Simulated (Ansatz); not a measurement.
Born–Oppenheimer molecular dynamics of BH₄N (6 atoms, charge 0, multiplicity 1). It goes on from the last frame of an earlier run, with new velocities.

Theory: RKS PBE0-D4/def2-SVP (Ansatz 0.2.0).

- ensemble: NVT, Langevin thermostat
- time step: 0.5 fs
- steps asked: 150
- set temperature: 500 K
- friction: 0.001 /fs
- temperature schedule: 37 steps to 500 K, then 113 steps to 1000 K
- seed: 573014

First frame:

```xyz
6
Properties=species:S:1:pos:R:3
B 0.476 0.436 0.216
N 0.416 0.225 1.588
H -0.301 -0.390 1.864
H 1.179 0.469 2.252
H 1.240 1.049 -0.317
H -0.251 -0.068 -0.563
```

(1) How far do the bonds stretch over the last three quarters of this one trajectory? (Pairs bonded in most of those frames.)

Results:

(1) 
| bond | mean (Å) | spread (Å) | shortest | longest |
| --- | --- | --- | --- | --- |
| B1–N2 | 1.393 | 0.037 | 1.32 | 1.47 |
| B1–H5 | 1.232 | 0.077 | 1.10 | 1.34 |
| B1–H6 | 1.223 | 0.043 | 1.15 | 1.28 |
| N2–H3 | 1.016 | 0.026 | 0.98 | 1.06 |
| N2–H4 | 1.019 | 0.031 | 0.96 | 1.07 |

Mean temperature of the second half: 504 K. The schedule's set-point averaged 834 K over the second half and the system 504 K, so it lags behind the ramp. A run of 0.075 ps of so small a system gives no equilibrium averages.

Run time: 90 s on 1 thread of Arm Neoverse V2, on a shared host, peak memory 0.086 GiB.
